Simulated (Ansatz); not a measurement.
## Smallest direct gap on the k points sampled of rock-salt MgS at several levels of theory

No measured value is used here.

```json
[
 {"level (code)": "LDA (Ansatz)", "value (eV)": "3.48", "cell (Å³/atom)": "17.61"},
 {"level (code)": "PBE (Ansatz)", "value (eV)": "3.72", "cell (Å³/atom)": "17.61"},
 {"level (code)": "r²SCAN (Ansatz)", "value (eV)": "4.64", "cell (Å³/atom)": "17.61"},
 {"level (code)": "r²SCANh (Ansatz)", "value (eV)": "[?]", "cell (Å³/atom)": "17.54"},
 {"level (code)": "Hartree–Fock (Ansatz)", "value (eV)": "11.74", "cell (Å³/atom)": "17.61"}
]
```

Task: Some entries are withheld; supply them.

Result: 
- r²SCANh (Ansatz, a first-principles code), value (eV): 5.25

At these levels the smallest gap is indirect and lower: LDA 2.56, PBE 2.79, r²SCAN 3.46, r²SCANh 4.07, Hartree–Fock 10.33 eV. Computed values are for a static lattice.  Values are at the measured cell; r²SCANh at the level's own equilibrium cell. Cutoffs and k meshes differ between the levels. Ansatz's density-functional and Hartree–Fock values are scalar-relativistic unless marked +SOC, with PAW data made under PBE.
